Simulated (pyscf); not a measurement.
PySCF, gas phase, ωB97X-D3(BJ)/def2-SVP geometries. Correlated levels are frozen-core, on RHF or UHF. ΔMP2 is the change of the MP2 total energy from the triple- to the quadruple-zeta basis.

Question: What are the homolytic bond dissociation enthalpies (298 K) of HO–SiH₃ (SMILES O[SiH3]) at CCSD(T)/def2-TZVPP + ΔMP2(QZVPP), weakest first?

Answer: H–Si to HO–SiH₂• + H•: 92.9 kcal/mol; H–O to •O–SiH₃ + H•: 119.3 kcal/mol; O–Si to OH• + SiH₃•: 122.6 kcal/mol. Ring and multiple bonds, and those that leave no two simple radicals, are not listed. •O–SiH₃ lies 24.9 kcal/mol over its isomer HO–SiH₂•, and others may lie lower still (electronic energy, ωB97M-D3(BJ)). Other isomers of HO–SiH₂• were not searched in full and may lie lower. The CCSD(T) − MP2 part came from Ansatz, without density fitting, on the same reference. Left out: the spin-orbit lowering of OH.
